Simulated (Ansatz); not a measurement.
Input file for Ansatz (a program for electronic structure): R-SVWN5/def2-TZVPP on ethanethiol (SMILES CCS).

Ansatz 0.2 input:
```yaml
crystal:
  periodic: [false, false, false]
  atoms:
    - {symbol: C, position_ang: [-0.88843069, 0.34707651, -0.16571562]}
    - {symbol: C, position_ang: [0.22907225, -0.63302007, 0.15456373]}
    - {symbol: S, position_ang: [1.88372281, -0.08995566, -0.40650896]}
    - {symbol: H, position_ang: [-1.85301601, -0.05620664, 0.15395477]}
    - {symbol: H, position_ang: [-0.93501514, 0.54978334, -1.23591151]}
    - {symbol: H, position_ang: [-0.73505537, 1.29693920, 0.34960708]}
    - {symbol: H, position_ang: [0.07362121, -1.58159175, -0.36144490]}
    - {symbol: H, position_ang: [0.27322632, -0.85106799, 1.22145106]}
    - {symbol: H, position_ang: [1.95187462, 1.01804306, 0.35081370]}
basis:
  gaussian:
    orbitals: def2-TZVPP
hamiltonian:
  xc: {name: SVWN5}
scf: {lower_state_search: off}
```

It printed:

```
WARN ansatz: RAYON_NUM_THREADS=1 ignored (pool sized by the plan → 1); use --threads N
Functional definition: SVWN5
these checks for a lower state are left out or cut short: stability, starts, cluster_reference, orbital_swaps, neighbouring_geometries, increment
integrals: 0.09 GiB planned
998 factors; their error is unknown
mean field: 0.70 GiB planned
mean field evaluation 1: about -12938.4137 eV, gradient 7.2e1 eV
mean field evaluation 2: about -12910.0531 eV, gradient 1.2e2 eV
mean field evaluation 4: about -12950.2498 eV, gradient 1.0e1 eV
mean field evaluation 8: about -12950.4839 eV, gradient 1.5e-1 eV
mean field evaluation 16: about -12950.4619 eV, gradient 2.0e-4 eV
mean field -12950.46190351 eV, -475.9206968155 hartree, gradient 7.7e-6 eV, S^2 0.000000; 0 other end points of the search recorded, 0 dependent functions left out
reference -12950.46193735 eV, -475.9206980592 hartree; 17, 17 occupied and 171, 171 virtual orbitals, 998 factors
Total energy: -12950.46193735 eV, -475.9206980592 hartree
Checks for a lower state left out: stability, starts, cluster_reference, orbital_swaps, neighbouring_geometries, increment
```

Self-consistency was reached.

Cost: around 0.5 core-seconds (rough).
